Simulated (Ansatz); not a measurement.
# [H···H···SiH3], doublet: reading a ladder of total energies

Geometry: a point of a hydrogen-transfer path between rigid fragments, not a stationary point.

```yaml
atoms:
  - { symbol: H, position_ang: [-2.6885, 0.0000, 0.0000] }
  - { symbol: H, position_ang: [-1.5175, 0.0000, 0.0000] }
  - { symbol: Si, position_ang: [0.0925, 0.0000, 0.0000] }
  - { symbol: H, position_ang: [0.5425, -1.4163, 0.0000] }
  - { symbol: H, position_ang: [0.5425, 0.7081, -1.2265] }
  - { symbol: H, position_ang: [0.5425, 0.7081, 1.2265] }
```

Basis 6-31G; Ansatz 0.2.0. Correlated methods freeze the noble-gas cores, which leaves 9 electrons in 18 orbitals. Prefix R: restricted or restricted open-shell reference; prefix U: unrestricted.

Full CI is exact within this basis and frozen core; it isn't the basis-set limit. The frozen core follows each run's orbitals, which can shift R against U totals by a few meV.

Runs differ by some tens of microhartree through their thresholds and, for an open shell, their frozen cores, so steps under 0.1 kcal/mol mean nothing.

```
    level  total energy (hartree)
      UHF             -291.653773
     UMP2             -291.717843
    UCCSD             -291.744198
 UCCSD(T)             -291.745201
   UCCSDT             -291.745595
UCCSDT(Q)             -291.745635
  full CI             -291.745645
```

Question: What is the correlation energy at full CI, and what share of it do UMP2 and UCCSD(T) recover?

Answer: E(corr) = -291.745645 − (-291.653773) = -0.091872 hartree = -2.500 eV. UMP2: -0.064070 / -0.091872 = 69.74 %. UCCSD(T): -0.091428 / -0.091872 = 99.52 %.

Question: By how many kcal/mol does UCCSD(T) miss full CI (1 hartree = 627.509 kcal/mol), and which steps make up the rest?

Answer: -291.745201 − (-291.745645) = 0.000444 hartree = 0.28 kcal/mol. Steps: UCCSDT − UCCSD(T) = -0.25, UCCSDT(Q) − UCCSDT = -0.03, full CI − UCCSDT(Q) = -0.01 kcal/mol. That is within 1 kcal/mol of the reference in this basis, which itself misses far more of the correlation at the basis-set limit.
